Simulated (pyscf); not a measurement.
Structures and frequencies: ωB97X-D3(BJ)/def2-SVP in PySCF.

**Question.** SnH₂ [singlet] + HO–GeH₃ + hydrogen (H₂) -> H₃Ge–SnH₃ + water (H₂O)
Surface: singlet. Broken: Ge–O, H–H. Formed: Ge–Sn, H–Sn, H–O. Give ΔE‡ and ΔE from ωB97M-D3(BJ)/def2-TZVP, relative to the separated reactants.

**Answer.** ΔE‡ = 18.0 kcal/mol, ΔE = -27.4 kcal/mol. Zero-point energy shifts the barrier by +5.0 kcal/mol. It is a multi-bond step, with an imaginary mode of 540i cm⁻¹. On the reactant side the descent ends in a bound adduct, 9.5 kcal/mol under the separated species and 23.4 kcal/mol under the saddle at ωB97X-D3(BJ)/def2-TZVP. On the product side the descent ends in a complex (not fully relaxed), 4.3 kcal/mol under the separated species and 53.5 kcal/mol under the saddle at ωB97X-D3(BJ)/def2-TZVP. At ωB97X-D3(BJ) the barrier from the zero used here is 13.9 kcal/mol. This is the saddle that the search found; another between the same sides may lie lower. Elements up to Kr have no core potential and no relativistic terms here. Elements past Kr carry the def2 core potentials, without spin-orbit coupling.
